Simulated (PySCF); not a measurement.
Gas-phase reaction: 3 CH₃Cl + CCl₂ + C₆H₆ = 5 C₂H₃Cl

Method: PySCF energies (xtb for GFN2) plus ideal-gas RRHO corrections (1 bar). † marks an energy on the PBE0/def2-TZVP geometry and frequencies; other levels use their own. MP2 freezes the core. 6-31G* has spherical d functions here. All species are closed-shell singlets. MP2 isn't extrapolated to the basis-set limit; its ΔH°(298 K) is 54.3 kJ in def2-SVP and 63.7 kJ in def2-TZVPP. The harmonic model lacks anharmonicity and excited electronic states, which grow with temperature; levels with a mode under 35 cm⁻¹ are left out.

```json
[
 {"level": "GFN2-xTB", "ΔE electronic, kJ": "103", "ΔH°(298 K), kJ": "93", "ΔS°(298 K), J/K": "84", "ΔG°(2000 K), kJ": "-102"},
 {"level": "HF/6-31G*", "ΔE electronic, kJ": "70", "ΔH°(298 K), kJ": "62", "ΔS°(298 K), J/K": "80", "ΔG°(2000 K), kJ": "-119"},
 {"level": "MP2/def2-SVP†", "ΔE electronic, kJ": "64", "ΔH°(298 K), kJ": "54", "ΔS°(298 K), J/K": "82", "ΔG°(2000 K), kJ": "-132"},
 {"level": "PBE/def2-SVP", "ΔE electronic, kJ": "70", "ΔH°(298 K), kJ": "59", "ΔS°(298 K), J/K": "83", "ΔG°(2000 K), kJ": "-133"},
 {"level": "PBE/def2-TZVP†", "ΔE electronic, kJ": "66", "ΔH°(298 K), kJ": "57", "ΔS°(298 K), J/K": "82", "ΔG°(2000 K), kJ": "-129"},
 {"level": "PBE0/def2-SVP†", "ΔE electronic, kJ": "79", "ΔH°(298 K), kJ": "70", "ΔS°(298 K), J/K": "82", "ΔG°(2000 K), kJ": "-116"},
 {"level": "LDA/def2-TZVP†", "ΔE electronic, kJ": "79", "ΔH°(298 K), kJ": "70", "ΔS°(298 K), J/K": "82", "ΔG°(2000 K), kJ": "-116"}
]
```
ΔH° is lowest at MP2/def2-SVP† and highest at GFN2-xTB. No reference value is set beside these.
